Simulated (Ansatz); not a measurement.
Consider the atomization: `CC1O/C1=C/F` → 4 C• + F• + 5 H• + O•.

Computed with Ansatz on PBE0-D4/def2-TZVP structures; ΔE is electronic, products minus reactants. CCSD(T)/CBS adds triple-zeta CCSD(T) − MP2 to the extrapolated MP2 energy (def2 sets, frozen cores). This one scheme is used for every species, atoms too. Functionals use def2-TZVPP. B3LYP here is the variant with VWN-RPA as its local correlation; programs differ in this. No spin–orbit coupling; open shells (•) take unrestricted orbitals. Spin–orbit coupling would lower the free atoms: a little for C, F, O.

```csv
level,ΔE (kJ/mol),difference from CCSD(T)/CBS
PBE-D4,4789.7,209.3
r2SCAN-D4,4628.3,47.9
B3LYP-D4,4592.8,12.4
ωB97X-V,4604.9,24.5
ωB97M-V,4610.5,30.1
B2PLYP,4550.9,-29.5
B3LYP,4563.4,-17.0
HF/def2-TZVPP,3220.7,-1359.7
MP2/def2-TZVPP,4592.0,11.6
SCS-MP2/def2-TZVPP,4529.1,-51.3
CCSD/def2-TZVPP,4372.5,-207.9
CCSD(T)/def2-TZVPP,4462.2,-118.2
MP2/def2-QZVPP,4661.7,81.3
HF/CBS(def2),3226.8,-1353.6
MP2/CBS(def2),4710.2,129.8
CCSD/CBS(def2),4490.7,-89.7
CCSD(T)/CBS,4580.4,0
```

Largest T1 diagnostic among the species: 0.013.

In def2-TZVPP, CCSD(T) changes the Hartree–Fock value by +1241.5 kJ/mol (the triples alone add +89.7 kJ/mol) and MP2 by +1371.2 kJ/mol; breaking electron pairs costs correlation energy, which Hartree–Fock lacks. From PBE to PBE0 (25 % exact exchange), in def2-TZVPP and without D4, ΔE moves by −134.9 kJ/mol: exact exchange takes away binding that semilocal exchange gives to molecules.

For atomizations the MP2-based limit and the directly extrapolated one differ by several kJ/mol either way, and by 10 to 25 for some Ge, Se and Sn compounds, so smaller differences from it don't rank the levels.
